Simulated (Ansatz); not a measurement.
## Ni₅O₆ (C2/m)

All numbers below come from DFT PBEsol, scalar-relativistic, plane waves, PAW in Ansatz 0.2.0.

Settings: cutoff 420 eV, Γ-centred mesh 8×8×8 on the computed 11-atom cell, Gaussian smearing of 0.10 eV; collinear spin from starting moments -1.1 -0.68 1.24 1.24 -0.68 0 0 0 0 0 0 μB.

The structure is relaxed at this level of theory with its symmetry kept. Whether it is the stable form of this composition wasn't checked.

```
CELL_PARAMETERS angstrom
2.54058 -4.28352 0.00090
2.54058 4.28352 0.00090
-1.77961 0.00000 4.67588
ATOMIC_POSITIONS crystal
Ni 0.00000 0.00000 0.00000
Ni 0.66024 0.33976 0.00000
Ni 0.82921 0.17079 0.50000
Ni 0.17079 0.82921 0.50000
Ni 0.33976 0.66024 0.00000
O 0.96759 0.60118 0.75895
O 0.24510 0.24510 0.78561
O 0.60118 0.96759 0.75895
O 0.03241 0.39882 0.24105
O 0.75490 0.75490 0.21439
O 0.39882 0.03241 0.24105
```

| Item | Value |
| --- | --- |
| Space group | C2/m (No. 12) |
| Volume per atom | 9.25 Å³ |
| Formation energy from the elements' standard states (uncorrected) | -0.732 eV/atom |
| Kohn–Sham band gap | none (metal) |
| Density of states at the Fermi level | 1.86 states/eV per cell |
| Löwdin character within 0.5 eV of the Fermi level | Ni 3d 65 %, O 2p 31 % |
| Total moment | -0.01 μB per cell |
| Site moments (μB; atoms counted from 1 over the whole cell) | Ni (atom 1) -1.00, Ni (atom 2) -0.62, Ni (atom 3) 1.13, Ni (atom 4) 1.13, Ni (atom 5) -0.62 |

Only this magnetic start was tried.

Cost: 1 run of about 11 core-minutes, on Arm Neoverse V1 (shared hosts).